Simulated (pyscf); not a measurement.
**Elimination: H₃C–SiH₂–Cl (SMILES C[SiH2]Cl) -> H₂C=SiH–Cl (SMILES C=[SiH]Cl) + H₂ (SMILES [H][H])**

Gas phase, singlet surface, charge 0. Bonds broken: C1–H4, Si2–H7. Bonds formed: H4–H7. Structures and frequencies: ωB97X-D3(BJ)/def2-SVP in PySCF.

Transition state (Å):

```xyz
8

C     -1.6412     0.3328    -1.1117
Si    -0.2921    -0.4051    -0.3063
Cl    -0.1742    -1.7035     1.3014
H     -0.4952     1.2528    -0.0359
H     -1.8045     0.1567    -2.1812
H     -2.5438     0.5883    -0.5438
H      0.0457     1.0455     0.6831
H      1.0070    -0.4544    -1.0099
```

One imaginary mode, 1156i cm⁻¹; descent along it reached the two sides named.

```tsv
bond	change	reactant side (Å)	saddle	product side
C1–H4	breaks	1.102	1.821	4.3
Si2–H7	breaks	1.488	1.788	3.1
H4–H7	forms	3.1	0.923	0.760
```

Electronic energies relative to the reactant's lowest minimum found (eV):

```json
[
 {"level": "ωB97X-D3(BJ)/def2-TZVP", "barrier": "4.06", "reaction energy": "+2.80", "reverse barrier": "1.26"},
 {"level": "PBE/def2-TZVP", "barrier": "3.55", "reaction energy": "+2.51", "reverse barrier": "1.04"},
 {"level": "r²SCAN/def2-TZVP", "barrier": "3.75", "reaction energy": "+2.64", "reverse barrier": "1.11"},
 {"level": "B3LYP-D3(BJ)/def2-TZVP", "barrier": "3.85", "reaction energy": "+2.60", "reverse barrier": "1.26"},
 {"level": "PBE0-D3(BJ)/def2-TZVP", "barrier": "3.82", "reaction energy": "+2.76", "reverse barrier": "1.06"},
 {"level": "M06-2X/def2-TZVP", "barrier": "3.94", "reaction energy": "+2.67", "reverse barrier": "1.27"},
 {"level": "ωB97M-D3(BJ)/def2-TZVP", "barrier": "3.94", "reaction energy": "+2.70", "reverse barrier": "1.23"},
 {"level": "HF/def2-TZVP", "barrier": "4.66", "reaction energy": "+2.95", "reverse barrier": "1.71"}
]
```

With ωB97M-D3(BJ)/def2-TZVP energies and thermal terms (ideal gas, 1 atm, RRHO with modes under 100 cm⁻¹ raised to 100, one conformer, R ln 2 for chiral ones without a mode under 150 cm⁻¹), in eV:

```
T (K)   ΔH‡   ΔG‡     ΔH     ΔG
-----  ----  ----  -----  -----
298    3.75  3.74  +2.48  +2.11
600    3.75  3.74  +2.52  +1.73
900    3.75  3.73  +2.53  +1.32
1200   3.74  3.72  +2.52  +0.92
```

At the saddle there is also a short H–Si contact that neither side keeps. The same reactants have a lower exit, to H₃C–Si:–Cl [singlet] + H₂ (barrier +3.07 eV at ωB97M-D3(BJ)/def2-TZVP, against +3.94 eV here). H₂C=SiH–Cl lies 0.59 eV over its isomer H₃C–Si:–Cl [singlet] (electronic energy, ωB97M-D3(BJ)/def2-TZVP). One saddle was located; it need not be the lowest between these sides.
